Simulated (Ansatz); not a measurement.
# C3H5FO: one species, many methods

Aim: compute C3H5FO with functionals from several rungs and with coupled cluster, and see how far each lands from CCSD(T) at the basis-set limit for the atomisation energy.

Program: Ansatz 0.2.0, Gaussian basis. Level of theory: functionals in def2-TZVPP, the program's frozen cores in correlated methods. These are calculated values, not measurements.

Levels to be run: PBE-D4, r2SCAN-D4, PBE0-D4, B3LYP-D4, ωB97X-V, ωB97M-V, B2PLYP; CCSD(T)/def2-TZVPP; MP2/def2-QZVPP; extrapolation to the limit.

### Step 1. The geometry

The geometry comes from an earlier relaxation with PBE0-D4 in a triple-zeta def2 set; it is a stationary point, not always the lowest conformer.

SMILES `C[C@H]1O[C@H]1F`, 10 atoms, charge 0, spin multiplicity 1.

Atoms are counted from 1 here; the program's logs count them from 0.

Bond lengths: C1–C2 1.493 Å, C1–H6 1.093 Å, C1–H7 1.089 Å, C1–H8 1.092 Å, C2–O3 1.447 Å, C2–C4 1.454 Å, C2–H9 1.089 Å, O3–C4 1.375 Å, C4–F5 1.354 Å, C4–H10 1.087 Å. Angles: C2–C1–H6 109.8°, C2–C1–H7 111.0°, C2–C1–H8 110.3°, H6–C1–H7 108.7°, H6–C1–H8 108.0°, H7–C1–H8 108.8°, C1–C2–O3 116.9°, C1–C2–C4 122.1°, C1–C2–H9 116.3°, O3–C2–C4 56.6°, O3–C2–H9 112.9°, C4–C2–H9 117.6°, C2–O3–C4 62.0°, C2–C4–O3 61.4°, C2–C4–F5 119.2°, C2–C4–H10 124.5°, O3–C4–F5 115.5°, O3–C4–H10 117.5° and more.

### Step 2. PBE-D4 (GGA)

in.yaml reads:

```yaml
crystal:
  periodic: [false, false, false]
  atoms:
    - {symbol: C, position_ang: [-1.140738, -0.533309, 0.099684]}
    - {symbol: C, position_ang: [0.222200, -0.084980, 0.512921]}
    - {symbol: O, position_ang: [1.341237, -0.615070, -0.235208]}
    - {symbol: C, position_ang: [1.062875, 0.726510, -0.351882]}
    - {symbol: F, position_ang: [0.585855, 1.121126, -1.556215]}
    - {symbol: H, position_ang: [-1.897353, 0.098607, 0.571682]}
    - {symbol: H, position_ang: [-1.260490, -0.474664, -0.981430]}
    - {symbol: H, position_ang: [-1.314373, -1.563535, 0.417981]}
    - {symbol: H, position_ang: [0.411032, -0.042225, 1.584582]}
    - {symbol: H, position_ang: [1.814953, 1.428039, 0.000983]}
basis:
  gaussian: {orbitals: def2-TZVPP}
hamiltonian: {xc: pbe, dispersion: d4}
output: {forces: true, orbitals: {seedname: orbitals}}
```

Launch:

```bash
$ ansatz run in.yaml --threads 4 --pin off --events-out ev --progress --plain --max-ram 10444MiB
```

The program printed (excerpt; [...] marks lines left out):

```text
Functional definition: PBE
  name "PBE"
  cite "Perdew, Burke & Ernzerhof, Phys. Rev. Lett. 77, 3865 (1996) doi:10.1103/PhysRevLett.77.3865"
  parent pbe
[...]
1142 factors; their error is unknown
[...]
mean field -7949.81833170 eV, -292.1504351095 hartree, gradient 1.2e-5 eV, S^2 0.000000; 0 other end points of the search recorded, 0 dependent functions left out
[...]
reference -7949.81836796 eV, -292.1504364419 hartree; 20, 20 occupied and 205, 205 virtual orbitals, 1142 factors
Total energy: -7949.97196863 eV, -292.1560811624 hartree
Atom 0 at    -1.140738    -0.533309     0.099684 Å, force    -0.016706     0.000374     0.016878 eV/Å
Atom 1 at     0.222200    -0.084980     0.512921 Å, force    -0.448841     0.029715     0.354201 eV/Å
Atom 2 at     1.341237    -0.615070    -0.235208 Å, force     0.605832    -0.835020    -0.201740 eV/Å
Atom 3 at     1.062875     0.726510    -0.351882 Å, force     0.188763     0.396142     0.263404 eV/Å
Atom 4 at     0.585855     1.121126    -1.556215 Å, force    -0.274212     0.292121    -0.723101 eV/Å
Atom 5 at    -1.897353     0.098607     0.571682 Å, force    -0.167870     0.116254     0.091337 eV/Å
Atom 6 at    -1.260490    -0.474664    -0.981430 Å, force    -0.040934     0.010128    -0.217760 eV/Å
Atom 7 at    -1.314373    -1.563535     0.417981 Å, force    -0.053649    -0.204872     0.060676 eV/Å
Atom 8 at     0.411032    -0.042225     1.584582 Å, force     0.020294     0.007835     0.265613 eV/Å
Atom 9 at     1.814953     1.428039     0.000983 Å, force     0.187323     0.187322     0.090491 eV/Å
Dipole moment:    -0.176973     0.125186     0.367577 e Å
```

It took 0.95 s on 4 threads of Intel Xeon 6975P-C, shared host; peak memory 0.26 GiB.

Atomisation energy: 43.301 eV (free atoms -7906.671 eV, run apart). HOMO -6.79 eV, LUMO 0.74 eV.

### Step 3. r2SCAN-D4 (meta-GGA)

Changes to in.yaml since step 2:

```diff
@@ -15,3 +15,3 @@
   gaussian: {orbitals: def2-TZVPP}
-hamiltonian: {xc: pbe, dispersion: d4}
+hamiltonian: {xc: r2scan, dispersion: d4}
 output: {forces: true, orbitals: {seedname: orbitals}}
```

The command is unchanged.

The program printed (excerpt; [...] marks lines left out):

```text
Functional definition: r2SCAN
  name "r2SCAN"
  cite "Furness, Kaplan, Ning, Perdew & Sun, J. Phys. Chem. Lett. 11, 8208 (2020) doi:10.1021/acs.jpclett.0c02405"
  cite "Furness, Kaplan, Ning, Perdew & Sun, J. Phys. Chem. Lett. 11, 9248 (2020) doi:10.1021/acs.jpclett.0c03077"
  parent r2scan
[...]
1142 factors; their error is unknown
[...]
mean field -7954.68562711 eV, -292.3293049166 hartree, gradient 5.8e-5 eV, S^2 0.000000; 0 other end points of the search recorded, 0 dependent functions left out
[...]
reference -7954.68563704 eV, -292.3293052816 hartree; 20, 20 occupied and 205, 205 virtual orbitals, 1142 factors
Total energy: -7954.72362140 eV, -292.3307011812 hartree
Atom 0 at    -1.140738    -0.533309     0.099684 Å, force    -0.081652    -0.032780    -0.048549 eV/Å
Atom 1 at     0.222200    -0.084980     0.512921 Å, force    -0.282202     0.132135     0.285429 eV/Å
Atom 2 at     1.341237    -0.615070    -0.235208 Å, force     0.358832    -0.465578    -0.182567 eV/Å
Atom 3 at     1.062875     0.726510    -0.351882 Å, force     0.127680     0.276997     0.282968 eV/Å
Atom 4 at     0.585855     1.121126    -1.556215 Å, force    -0.145304     0.096896    -0.345446 eV/Å
Atom 5 at    -1.897353     0.098607     0.571682 Å, force     0.007530    -0.012545    -0.004473 eV/Å
Atom 6 at    -1.260490    -0.474664    -0.981430 Å, force     0.006024    -0.001140     0.017008 eV/Å
Atom 7 at    -1.314373    -1.563535     0.417981 Å, force    -0.004215     0.015462    -0.004341 eV/Å
Atom 8 at     0.411032    -0.042225     1.584582 Å, force     0.001503    -0.011891     0.015732 eV/Å
Atom 9 at     1.814953     1.428039     0.000983 Å, force     0.011805     0.002443    -0.015760 eV/Å
Dipole moment:    -0.185733     0.132360     0.383084 e Å
```

Wall time 1.6 s (4 threads of Intel Xeon 6975P-C, shared host); peak memory 0.28 GiB.

Atomisation energy: 42.070 eV (free atoms -7912.653 eV, run apart). HOMO -7.10 eV, LUMO 1.61 eV.

### Step 4. PBE0-D4 (hybrid)

Changes to in.yaml since step 3:

```diff
@@ -15,3 +15,3 @@
   gaussian: {orbitals: def2-TZVPP}
-hamiltonian: {xc: r2scan, dispersion: d4}
-output: {forces: true, orbitals: {seedname: orbitals}}
+hamiltonian: {xc: pbe0, dispersion: d4}
+output: {orbitals: {seedname: orbitals}}
```

Same command.

The program printed:

```text
Functional definition: PBE0
  name "PBE0"
  cite "Adamo & Barone, J. Chem. Phys. 110, 6158 (1999) doi:10.1063/1.478522"
  cite "Perdew, Burke & Ernzerhof, Phys. Rev. Lett. 77, 3865 (1996) doi:10.1103/PhysRevLett.77.3865"
  parent pbe
  parameter a = 0.25
  parameter kappa = 0.804
  parameter beta = 0.06672455060314922
  exchange = (1 - a)*pbe_x(kappa = kappa, mu = beta*pi^2/3) + a*exact_x
  correlation = pbe_c(beta = beta)
1142 factors; their error is unknown
mean field evaluation 1: about -7944.4427 eV, gradient 5.3e1 eV
mean field evaluation 2: about -7942.8737 eV, gradient 5.9e1 eV
mean field evaluation 4: about -7950.1122 eV, gradient 3.9e0 eV
mean field evaluation 8: about -7950.1375 eV, gradient 3.6e-2 eV
mean field evaluation 16: about -7950.1390 eV, gradient 8.3e-5 eV
mean field -7950.13899594 eV, -292.1622193032 hartree, gradient 8.3e-5 eV, S^2 0.000000; 0 other end points of the search recorded, 0 dependent functions left out
reference -7950.13902200 eV, -292.1622202608 hartree; 20, 20 occupied and 205, 205 virtual orbitals, 1142 factors
Total energy: -7950.26598632 eV, -292.1668861135 hartree
```

Run time: 1.1 s. Hardware: 4 threads of Intel Xeon 6975P-C, shared host; peak memory 0.45 GiB.

With the free atoms at this level, -7908.066 eV in sum, the atomisation energy is 42.200 eV. HOMO -8.40 eV, LUMO 1.54 eV.

### Step 5. B3LYP-D4 (hybrid)

B3LYP here takes the VWN-RPA correlation.

Changes to in.yaml since step 4:

```diff
@@ -15,3 +15,3 @@
   gaussian: {orbitals: def2-TZVPP}
-hamiltonian: {xc: pbe0, dispersion: d4}
-output: {orbitals: {seedname: orbitals}}
+hamiltonian: {xc: {name: B3LYP}, dispersion: d4}
+output: {forces: true, orbitals: {seedname: orbitals}}
```

The command is unchanged.

The program printed (excerpt; [...] marks lines left out):

```text
Functional definition: B3LYP
  name "B3LYP"
  cite "Stephens, Devlin, Chabalowski & Frisch, J. Phys. Chem. 98, 11623 (1994) doi:10.1021/j100096a001"
  cite "Becke, Phys. Rev. A 38, 3098 (1988) doi:10.1103/PhysRevA.38.3098"
  cite "Lee, Yang & Parr, Phys. Rev. B 37, 785 (1988) doi:10.1103/PhysRevB.37.785"
  cite "Vosko, Wilk & Nusair, Can. J. Phys. 58, 1200 (1980) doi:10.1139/p80-159"
[...]
1142 factors; their error is unknown
[...]
mean field -7958.78977344 eV, -292.4801295125 hartree, gradient 1.9e-5 eV, S^2 0.000000; 0 other end points of the search recorded, 0 dependent functions left out
[...]
reference -7958.79001369 eV, -292.4801383417 hartree; 20, 20 occupied and 205, 205 virtual orbitals, 1142 factors
Total energy: -7959.03520713 eV, -292.4891490343 hartree
Atom 0 at    -1.140738    -0.533309     0.099684 Å, force    -0.195059    -0.063711    -0.047406 eV/Å
Atom 1 at     0.222200    -0.084980     0.512921 Å, force    -0.166087     0.104190     0.355710 eV/Å
Atom 2 at     1.341237    -0.615070    -0.235208 Å, force     0.349153    -0.426881    -0.143460 eV/Å
Atom 3 at     1.062875     0.726510    -0.351882 Å, force     0.221784     0.278084     0.286861 eV/Å
Atom 4 at     0.585855     1.121126    -1.556215 Å, force    -0.137423     0.152910    -0.381779 eV/Å
Atom 5 at    -1.897353     0.098607     0.571682 Å, force     0.020294    -0.032429    -0.023414 eV/Å
Atom 6 at    -1.260490    -0.474664    -0.981430 Å, force    -0.012129    -0.012804     0.062175 eV/Å
Atom 7 at    -1.314373    -1.563535     0.417981 Å, force    -0.003733     0.045033    -0.016854 eV/Å
Atom 8 at     0.411032    -0.042225     1.584582 Å, force    -0.026690    -0.005178    -0.060685 eV/Å
Atom 9 at     1.814953     1.428039     0.000983 Å, force    -0.050112    -0.039214    -0.031149 eV/Å
Dipole moment:    -0.188956     0.142492     0.399971 e Å
```

Run time: 1.6 s. Hardware: 4 threads of Intel Xeon 6975P-C, shared host; peak memory 0.53 GiB.

With the free atoms at this level, -7917.306 eV in sum, the atomisation energy is 41.729 eV. HOMO -8.17 eV, LUMO 1.17 eV.

### Step 6. ωB97X-V (range-separated)

Changes to in.yaml since step 5:

```diff
@@ -15,3 +15,3 @@
   gaussian: {orbitals: def2-TZVPP}
-hamiltonian: {xc: {name: B3LYP}, dispersion: d4}
-output: {forces: true, orbitals: {seedname: orbitals}}
+hamiltonian: {xc: {name: wB97X-V}}
+output: {orbitals: {seedname: orbitals}}
```

Same command.

The program printed (excerpt; [...] marks lines left out):

```text
Functional definition: wB97X-V
  name "wB97X-V"
  cite "Mardirossian & Head-Gordon, Phys. Chem. Chem. Phys. 16, 9904 (2014) doi:10.1039/C3CP54374A"
  cite "Becke, J. Chem. Phys. 107, 8554 (1997) doi:10.1063/1.475007"
  cite "Vydrov & Van Voorhis, J. Chem. Phys. 133, 244103 (2010) doi:10.1063/1.3521275"
[...]
      + integral(e_c_pw_opposite_spin*poly(b97_u_opposite, cos0, cos1)) + vv10(b, c)
1142 factors; their error is unknown
276 factors; integrals over basis functions are off by at most 8.6e-6 eV
[...]
mean field -7956.26738202 eV, -292.3874333376 hartree, gradient 2.9e-5 eV, S^2 0.000000; 0 other end points of the search recorded, 0 dependent functions left out
reference -7956.26738033 eV, -292.3874332753 hartree; 20, 20 occupied and 205, 205 virtual orbitals, 1142 factors
Total energy: -7956.26738033 eV, -292.3874332753 hartree
```

It took 2.5 s on 4 threads of Intel Xeon 6975P-C, shared host; peak memory 0.56 GiB.

Atomisation energy: 41.977 eV (free atoms -7914.291 eV, run apart). HOMO -10.86 eV, LUMO 3.41 eV.

### Step 7. ωB97M-V (range-separated)

Changes to in.yaml since step 6:

```diff
@@ -15,3 +15,3 @@
   gaussian: {orbitals: def2-TZVPP}
-hamiltonian: {xc: {name: wB97X-V}}
-output: {orbitals: {seedname: orbitals}}
+hamiltonian: {xc: {name: wB97M-V}}
+output: {forces: true, orbitals: {seedname: orbitals}}
```

Same command.

The program printed (excerpt; [...] marks lines left out):

```text
Functional definition: wB97M-V
  name "wB97M-V"
  cite "Mardirossian & Head-Gordon, J. Chem. Phys. 144, 214110 (2016) doi:10.1063/1.4952647"
  cite "Becke, J. Chem. Phys. 107, 8554 (1997) doi:10.1063/1.475007"
  cite "Vydrov & Van Voorhis, J. Chem. Phys. 133, 244103 (2010) doi:10.1063/1.3521275"
  # Of w^i u^j: cxij and so on, Table III.
[...]
  gx(w, u) = 1 - cx + cx01*u + cx10*w
  gss(w, u) = css00 + css04*u^4 + css10*w + css20*w^2 + css43*w^4*u^3
  gos(w, u) = cos00 + cos10*w + (cos20 + cos21*u)*w^2 + (cos60 + cos61*u)*w^6
[...]
      + integral(e_c_pw_mod_opposite_spin*gos(b97_w_opposite, b97_u_opposite)) + vv10(b, c)
1142 factors; their error is unknown
276 factors; integrals over basis functions are off by at most 8.6e-6 eV
[...]
Atom 0 at    -1.140738    -0.533309     0.099684 Å, force    -0.207101    -0.067839    -0.069792 eV/Å
Atom 1 at     0.222200    -0.084980     0.512921 Å, force    -0.020360     0.060465     0.287557 eV/Å
Atom 2 at     1.341237    -0.615070    -0.235208 Å, force     0.135136    -0.230106    -0.084231 eV/Å
Atom 3 at     1.062875     0.726510    -0.351882 Å, force     0.197861     0.237525     0.223751 eV/Å
Atom 4 at     0.585855     1.121126    -1.556215 Å, force    -0.112433     0.047305    -0.225578 eV/Å
Atom 5 at    -1.897353     0.098607     0.571682 Å, force     0.060643    -0.047811    -0.041209 eV/Å
Atom 6 at    -1.260490    -0.474664    -0.981430 Å, force     0.016317    -0.004251     0.078095 eV/Å
Atom 7 at    -1.314373    -1.563535     0.417981 Å, force     0.019827     0.083347    -0.028124 eV/Å
Atom 8 at     0.411032    -0.042225     1.584582 Å, force    -0.015733    -0.001843    -0.104312 eV/Å
Atom 9 at     1.814953     1.428039     0.000983 Å, force    -0.074158    -0.076792    -0.036159 eV/Å
Dipole moment:    -0.189406     0.145440     0.399304 e Å
```

It took 3.5 s on 4 threads of Intel Xeon 6975P-C, shared host; peak memory 0.68 GiB.

With the free atoms at this level, -7913.946 eV in sum, the atomisation energy is 41.984 eV. HOMO -10.78 eV, LUMO 2.95 eV.

### Step 8. B2PLYP (double hybrid)

Changes to in.yaml since step 7:

```diff
@@ -15,3 +15,2 @@
   gaussian: {orbitals: def2-TZVPP}
-hamiltonian: {xc: {name: wB97M-V}}
-output: {forces: true, orbitals: {seedname: orbitals}}
+hamiltonian: {xc: {name: B2PLYP}}
```

Same command.

The program printed (excerpt; [...] marks lines left out):

```text
Functional definition: B2PLYP
  name "B2PLYP"
  cite "Grimme, J. Chem. Phys. 124, 034108 (2006) doi:10.1063/1.2148954"
  cite "Becke, Phys. Rev. A 38, 3098 (1988) doi:10.1103/PhysRevA.38.3098"
  cite "Lee, Yang & Parr, Phys. Rev. B 37, 785 (1988) doi:10.1103/PhysRevB.37.785"
[...]
1375 factors; integrals over basis functions are off by at most 1.0e-3 eV
[...]
mean field -7944.27754106 eV, -291.9468148094 hartree, gradient 2.2e-6 eV, S^2 0.000000; 0 other end points of the search recorded, 0 dependent functions left out
5 core orbitals not correlated: weight in the atoms' cores, before any rotation towards them, 1.000 or more for the frozen orbitals, at most 0.000 for the correlated occupied ones
reference -7944.27769062 eV, -291.9468203056 hartree; 15, 15 occupied and 205, 205 virtual orbitals, 1375 factors
second order -32.18656090 eV of doubles, -0.00000000 eV of singles
Total energy: -7952.96806207 eV, -292.2661855656 hartree
```

Run time: 2 s. Hardware: 4 threads of Intel Xeon 6975P-C, shared host; peak memory 0.56 GiB.

With the free atoms at this level, -7911.565 eV in sum, the atomisation energy is 41.403 eV.

### Step 9. Frontier levels by functional

Dipoles come from the runs that computed forces. Levels, from each run's orbital file:

```tsv
functional	HOMO (eV)	LUMO (eV)	gap (eV)	dipole (D)
PBE-D4	-6.79	0.74	7.53	2.05
r2SCAN-D4	-7.10	1.61	8.71	2.14
PBE0-D4	-8.40	1.54	9.94	
B3LYP-D4	-8.17	1.17	9.33	2.23
ωB97X-V	-10.86	3.41	14.27	
ωB97M-V	-10.78	2.95	13.74	2.23
```

### Step 10. CCSD(T) in def2-TZVPP

Changes to in.yaml since step 8:

```diff
@@ -15,2 +15,2 @@
   gaussian: {orbitals: def2-TZVPP}
-hamiltonian: {xc: {name: B2PLYP}}
+correlation: {method: ccsd_t}
```

The command is unchanged.

The program printed (excerpt; [...] marks lines left out):

```text
Functional definition: HF
  name "HF"
  cite "Fock, Z. Phys. 61, 126 (1930) doi:10.1007/BF01340294"
  parent pbe
[...]
1375 factors; integrals over basis functions are off by at most 1.0e-3 eV
[...]
mean field -7915.60824969 eV, -290.8932377842 hartree, gradient 6.5e-6 eV, S^2 0.000000; 0 other end points of the search recorded, 0 dependent functions left out
5 core orbitals not correlated: weight in the atoms' cores, before any rotation towards them, 1.000 or more for the frozen orbitals, at most 0.000 for the correlated occupied ones
reference -7915.60824969 eV, -290.8932377842 hartree; 15, 15 occupied and 205, 205 virtual orbitals, 1375 factors
second order -26.77663555 eV of doubles, -0.00000000 eV of singles
cycle   1  -26.69802869 eV  change    7.9e-2 eV  update   1.1e-1
[...]
cycle   9  -27.44226641 eV  change   -1.8e-5 eV  update   2.0e-5
perturbative correction -1.05872508 eV, -0.0389074289 hartree
Total energy: -7944.10924117 eV, -291.9406299024 hartree
```

Wall time 25 s (4 threads of Intel Xeon 6975P-C, shared host); peak memory 4.5 GiB.

### Step 11. MP2 in def2-QZVPP

Changes to in.yaml since step 10:

```diff
@@ -14,3 +14,3 @@
 basis:
-  gaussian: {orbitals: def2-TZVPP}
-correlation: {method: ccsd_t}
+  gaussian: {orbitals: "def2-QZVPP.json"}
+correlation: {method: mp2}
```

The command is unchanged.

The program printed:

```text
Functional definition: HF
  name "HF"
  cite "Fock, Z. Phys. 61, 126 (1930) doi:10.1007/BF01340294"
  parent pbe
  exchange = exact_x
  correlation = 0
2645 factors; integrals over basis functions are off by at most 8.9e-4 eV
mean field evaluation 1: about -7912.4568 eV, gradient 3.9e1 eV
mean field evaluation 2: about -7912.5938 eV, gradient 3.9e1 eV
mean field evaluation 4: about -7915.9007 eV, gradient 4.8e0 eV
mean field evaluation 8: about -7915.9649 eV, gradient 1.2e-1 eV
mean field -7915.96496773 eV, -290.9063469303 hartree, gradient 1.5e-6 eV, S^2 0.000000; 0 other end points of the search recorded, 0 dependent functions left out
5 core orbitals not correlated: weight in the atoms' cores, before any rotation towards them, 1.000 or more for the frozen orbitals, at most 0.000 for the correlated occupied ones
reference -7915.96496773 eV, -290.9063469303 hartree; 15, 15 occupied and 415, 415 virtual orbitals, 2645 factors
second order -28.81569412 eV of doubles, -0.00000000 eV of singles
Total energy: -7944.78066185 eV, -291.9653041573 hartree
```

Wall time 8.5 s (4 threads of Intel Xeon 6975P-C, shared host); peak memory 2.5 GiB.

The pieces so far (eV):

```tsv
basis	HF	MP2 correlation	CCSD correlation	(T)	total
def2-TZVPP	-7915.6082	-26.7766	-27.4423	-1.0587	-7944.1092
def2-QZVPP	-7915.9650	-28.8157			-7944.7807 (MP2)
```

The report of the def2-TZVPP run gives T1 = 0.0118.

### Step 12. The basis-set limit

No new run: Hartree-Fock is extrapolated as exp(−7.88√X) and correlation as X^−2.97, with X = 3 and 4; only MP2 was run in the larger set, so CCSD(T) minus MP2 is added from the smaller one.

```tsv
level	energy at the limit (eV)
HF	-7916.0141
MP2	-7946.3402
CCSD	-7947.0058
CCSD(T)	-7948.0646
```

### Step 13. The ladder

Free atoms (3 C, 1 O, 1 F, 5 H) were run apart at each level; the atomisation energy is their sum less the molecule, without zero-point or spin-orbit terms.

Differences are taken before rounding.

```tsv
method	rung	atomisation energy (eV)	from CCSD(T)/CBS (eV)	time
PBE-D4	GGA	43.301	+1.528	0.95 s
r2SCAN-D4	meta-GGA	42.070	+0.297	1.6 s
PBE0-D4	hybrid	42.200	+0.426	1.1 s
B3LYP-D4	hybrid	41.729	-0.044	1.6 s
ωB97X-V	range-separated	41.977	+0.204	2.5 s
ωB97M-V	range-separated	41.984	+0.211	3.5 s
B2PLYP	double hybrid	41.403	-0.370	2 s
HF/def2-TZVPP	wavefunction	29.642	-12.131	
MP2/def2-TZVPP	wavefunction	41.785	+0.012	
CCSD/def2-TZVPP	wavefunction	40.005	-1.768	
CCSD(T)/def2-TZVPP	wavefunction	40.727	-1.046	25 s
MP2/CBS	wavefunction	42.831	+1.058	
CCSD(T)/CBS	wavefunction	41.773	0	33 s
```

Among the levels timed on like hardware and quicker than the yardstick, those that no quicker one beats, quickest first: PBE-D4 (0.95 s, +1.528 eV); PBE0-D4 (1.1 s, +0.426 eV); B3LYP-D4 (1.6 s, -0.044 eV).

B2PLYP carry no dispersion term (for B3LYP, D4 adds 0.245 eV).

Times are those of the molecule's run; HF, MP2 and CCSD come out of the CCSD(T) runs, and the limit's time is the sum of the runs that it needs.

### Step 14. Outcome

| quantity | value |
| --- | --- |
| atomisation energy, CCSD(T)/CBS | 41.773 eV |
| functionals within 0.209 eV (0.5 %) | B3LYP-D4, ωB97X-V |
| farthest | PBE-D4 (+1.528 eV) |
| mean size of error, hybrid | 0.235 eV |
| mean size of error, range-separated | 0.207 eV |
| gap, smallest and largest | 7.53 eV (PBE-D4), 14.27 eV (ωB97X-V) |
| T1 diagnostic | 0.0118 |
| triples share of the correlation energy | 3.7 % |

In words: PBE-D4 misses by +1.528 eV. Double hybrids carry the basis error of their MP2 part in triple zeta, and no dispersion term here, so their miss is partly the set-up's. The reference freezes the cores and leaves out relativity and excitations past (T), so misses under about 0.209 eV can't be ranked. Hartree-Fock recovers 71 % of the binding; the rest is correlation. The gap grows from 7.5 to 14.3 eV across the functionals, mostly with the share of exact exchange.

For cost: B3LYP-D4 gets within 0.044 eV in 1.6 s, where CCSD(T)/CBS took 33 s; the quickest level in the cost chart, PBE-D4, takes 0.95 s and misses by 1.528 eV.
